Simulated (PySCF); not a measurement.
This PySCF input (PBE0/aug-pcseg-2) gives -75.74684 Eh with 69 basis functions.

```python
import numpy as np, basis_set_exchange as bse
from pyscf import gto, scf, dft, df

basis = {'H': gto.basis.parse(bse.get_basis('aug-pcseg-2', elements=['H'], fmt='nwchem')), 'O': gto.basis.parse(bse.get_basis('aug-pcseg-2', elements=['O'], fmt='nwchem'))}
mol = gto.M(
    atom='''
    O    -0.00000000   -0.00000000   -0.10780207
    H     0.00000000    0.00000000    0.86241659
    ''',
    basis=basis,
    charge=-1,
    verbose=4,
    max_memory=2160,
)
mf = dft.RKS(mol, xc='pbe0')
mf.grids.level = 3
mf = mf.density_fit(auxbasis=df.autoaux(mol))
mf.conv_tol = 1e-9
mf.max_cycle = 100
print('smallest overlap eigenvalue', np.linalg.eigvalsh(mol.intor('int1e_ovlp'))[0])
mf.kernel()
dip = mf.dip_moment()
```

Change:
```diff
- basis = {'H': gto.basis.parse(bse.get_basis('aug-pcseg-2', elements=['H'], fmt='nwchem')), 'O': gto.basis.parse(bse.get_basis('aug-pcseg-2', elements=['O'], fmt='nwchem'))}
+ basis = {'H': gto.basis.parse(bse.get_basis('pcseg-1', elements=['H'], fmt='nwchem')), 'O': gto.basis.parse(bse.get_basis('pcseg-1', elements=['O'], fmt='nwchem'))}
```

Task: What does the run give now?

Result: -75.64752 Eh (PBE0/pcseg-1, 19 functions), a change of +99.32 mEh.
